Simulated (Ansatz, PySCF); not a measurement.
This Ansatz (a first-principles code) input computes a CCSD(T)/cc-pVDZ energy:

Ansatz 0.2 input:
```yaml
crystal:
  periodic: [false, false, false]
  atoms:
    - {symbol: C, position_ang: [0.00319266, 0.00643257, 0.66040383]}
    - {symbol: C, position_ang: [-0.00319266, -0.00643257, -0.66040383]}
    - {symbol: F, position_ang: [0.02490825, 1.11427502, 1.37583632]}
    - {symbol: F, position_ang: [-0.01150102, -1.08726216, 1.39745609]}
    - {symbol: F, position_ang: [0.01150102, 1.08726216, -1.39745609]}
    - {symbol: F, position_ang: [-0.02490825, -1.11427502, -1.37583632]}
basis:
  gaussian:
    orbitals: cc-pVDZ
magnetization: {spin_polarized: false}
correlation: {method: ccsd_t, electrons: outside_noble_gas}
```

Question: Write an input for the same energy in PySCF and say what it gives.

Answer: 
```python
from pyscf import gto, scf, mp, cc as ccmod

mol = gto.M(
    atom='''
    C     0.00319266    0.00643257    0.66040383
    C    -0.00319266   -0.00643257   -0.66040383
    F     0.02490825    1.11427502    1.37583632
    F    -0.01150102   -1.08726216    1.39745609
    F     0.01150102    1.08726216   -1.39745609
    F    -0.02490825   -1.11427502   -1.37583632
    ''',
    basis='cc-pvdz',
    charge=0,
    spin=0,
    verbose=4,
)

mf = scf.RHF(mol)
mf.conv_tol = 1e-10
mf.max_cycle = 100
mf.kernel()
mp2 = mp.MP2(mf, frozen=6).run()
cc = ccmod.CCSD(mf, frozen=6)
cc.max_cycle = 100
cc.kernel()
et = cc.ccsd_t()
print(f'E(CCSD(T)) = {cc.e_tot + et:.9f}')
```
It gives -474.47167 Eh, and Ansatz -474.47166 Eh, a difference of 0.01 mEh.
